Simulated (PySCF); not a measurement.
**Question.** Give a CAM-B3LYP/def2-SVP geometry of `N/C=C\C=[NH2+]`. (Charge +1.)

**Answer.** 
Z-matrix in Å and degrees, rows numbered from 1:
```
N 
C   1  1.3177
C   2  1.3934  1  129.31
C   3  1.3883  2  124.49  1     0.10
N   4  1.3153  3  125.03  2   179.98
H   1  1.0149  2  123.67  3     0.02
H   1  1.0154  2  120.27  3  -179.96
H   2  1.0950  1  114.11  3   180.00
H   3  1.0913  2  116.42  1  -179.96
H   4  1.0957  3  120.74  2    -0.03
H   5  1.0151  4  121.61  3   179.99
H   5  1.0171  4  121.39  3     0.01
```

C3 (alkene CH carbon) is planar (angles 124.5°, 119.1° and 116.4°, sum 360.0°, 0.00 Å off the plane of its three neighbours). C2 (vinylic carbon bearing nitrogen) is planar (angles 129.3°, 116.6° and 114.1°, sum 360.0°, 0.00 Å off the plane of its three neighbours). The 5 heavy atoms lie in one plane (0.000 Å rms). C4 (C=N carbon) is planar (angles 125.0°, 120.7° and 114.2°, sum 360.0°, 0.00 Å off the plane of its three neighbours).

The calculation used CAM-B3LYP/def2-SVP geometry optimisation, gas phase in PySCF 2.14.0.

Point group: Cs (tolerance 0.08 Å). Whether it is a minimum is left open (no frequencies). One conformer (not necessarily the lowest) at the CAM-B3LYP/def2-SVP geometry, without solvent, vibrations or thermal averaging. Torsions: C2–C3–C4–N5 180°.

Time: 14 s of wall time; peak memory 0.48 GiB. Hardware: one thread of an Arm Neoverse V2, shared host with 96 logical CPUs at a one-minute load of 15. These figures are those of the optimisation.
